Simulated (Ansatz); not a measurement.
Born–Oppenheimer molecular dynamics of F2H2Si (5 atoms, charge 0, multiplicity 1). It starts at the highest image of a converged band. Of that band: Neighbouring images differ by up to 1.8 eV, so the band resolves the path poorly. A vibrational analysis at the climbing image gives one clearly imaginary mode, 1215i cm⁻¹: a first-order saddle point.

Computed with Ansatz, RKS B3LYP-D4/def2-SVP.

```json
{"ensemble": "NVE (velocity Verlet)", "time step": "0.5 fs", "steps asked": "200", "starting velocities drawn for": "300 K", "seed": "10781"}
```

First frame:

```xyz
5
Properties=species:S:1:pos:R:3
Si 0.199 -0.054 -0.394
F 0.921 0.020 1.424
H 1.612 0.050 0.492
F -0.755 1.267 -0.433
H -0.795 -1.177 -0.252
```

Task: What does the run give?

Result: The run went to its last step.

```
steps done                                               : 200
time covered                                             : 100 fs
mean temperature over the second half                    : 863 K
spread of the potential energy over the second half      : 5.1 meV per atom
mean potential energy of the second half above the start : -43.6 meV per atom
```

The conserved energy stayed within 0.03 meV per atom of its start (net change 0.0036 meV per atom), so the integration is sound. The kinetic energy rose, since the run started high on the potential surface and went downhill. It ends in pieces (FH + FHSi), so much of that is their flight and rotation, not heat. A run of 0.1 ps of so small a system gives no equilibrium averages. The orbitals stay closed-shell, which can raise the energy where a bond breaks towards radicals; this wasn't checked here.

Task: What happens to the structure?

Result: Between its relaxed ends the band would form F2–H3 and break Si1–F2, Si1–H3. These pairs go: F2–H3 1.16 → 0.93 Å, Si1–F2 1.96 → 3.58 Å, Si1–H3 1.67 → 3.69 Å. In the last frame they stand as after the step (other bonds may differ from the relaxed reactants and products). It ends as FH + FHSi. Pairs count as bonded within 1.25 times the sum of covalent radii (0.12 Å more for H–H). The details hang on the random start.

Task: How do temperature and energy run in time?

Result: 
```json
{"time (fs)": "0.0", "T (K)": "300", "potential energy less start (eV)": "0.000", "conserved less start (meV/atom)": "0.00"}
{"time (fs)": "8.0", "T (K)": "242", "potential energy less start (eV)": "0.023", "conserved less start (meV/atom)": "0.03"}
{"time (fs)": "16.0", "T (K)": "896", "potential energy less start (eV)": "-0.231", "conserved less start (meV/atom)": "0.00"}
{"time (fs)": "24.0", "T (K)": "1378", "potential energy less start (eV)": "-0.418", "conserved less start (meV/atom)": "-0.01"}
{"time (fs)": "32.0", "T (K)": "1255", "potential energy less start (eV)": "-0.370", "conserved less start (meV/atom)": "0.01"}
{"time (fs)": "40.0", "T (K)": "1026", "potential energy less start (eV)": "-0.282", "conserved less start (meV/atom)": "0.01"}
{"time (fs)": "48.0", "T (K)": "888", "potential energy less start (eV)": "-0.228", "conserved less start (meV/atom)": "0.02"}
{"time (fs)": "56.0", "T (K)": "963", "potential energy less start (eV)": "-0.257", "conserved less start (meV/atom)": "0.01"}
{"time (fs)": "64.0", "T (K)": "912", "potential energy less start (eV)": "-0.237", "conserved less start (meV/atom)": "0.01"}
{"time (fs)": "72.0", "T (K)": "813", "potential energy less start (eV)": "-0.199", "conserved less start (meV/atom)": "0.02"}
{"time (fs)": "80.0", "T (K)": "899", "potential energy less start (eV)": "-0.232", "conserved less start (meV/atom)": "0.01"}
{"time (fs)": "88.0", "T (K)": "763", "potential energy less start (eV)": "-0.180", "conserved less start (meV/atom)": "0.02"}
{"time (fs)": "96.0", "T (K)": "833", "potential energy less start (eV)": "-0.206", "conserved less start (meV/atom)": "0.00"}
```

The run took 2.9 min on 1 thread of Arm Neoverse V2, on a shared host, peak memory 0.096 GiB.
